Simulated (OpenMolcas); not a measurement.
**Worked example: vertical energy of the triplet above the singlet of NOF (nitrosyl fluoride)**

NOF: 3 atoms, total charge 0, spin state singlet. SMILES: `O=NF`. Geometry: relaxed at GFN2-xTB.

```xyz
3

O     0.8812    0.2431    0.5119
N     0.1473   -0.4816    0.0291
F    -1.0285    0.2386   -0.5410
```

Both states at this one shape; open shells run unrestricted unless said. 1 Eh = 27.2114 eV.

```tsv
level	program	singlet NOF (Eh)	triplet NOF (Eh)
HF/STO-3G	OpenMolcas	-225.502022	-225.471958
HF/STO-3G, open shells restricted	OpenMolcas	-225.502022	-225.451390
B3LYP/STO-3G	OpenMolcas	-226.478450	-226.395661
PBE0/STO-3G	OpenMolcas	-226.300062	-226.219588
```

Work out the vertical gap, second state less first, at each level.


1. HF/STO-3G: -225.471958 − (-225.502022) = 0.030064 Eh = 0.82 eV.
2. HF/STO-3G, open shells restricted: -225.451390 − (-225.502022) = 0.050632 Eh = 1.38 eV.
3. B3LYP/STO-3G: -226.395661 − (-226.478450) = 0.082789 Eh = 2.25 eV.
4. PBE0/STO-3G: -226.219588 − (-226.300062) = 0.080474 Eh = 2.19 eV.

No measured value is set beside it here; the levels span 0.82 to 2.25 eV. Hartree–Fock favours the state with fewer electron pairs, since it lacks pair correlation. Minimal sets are far from the basis-set limit. The second state is spin-contaminated at HF/STO-3G (⟨S²⟩ = 2.11).
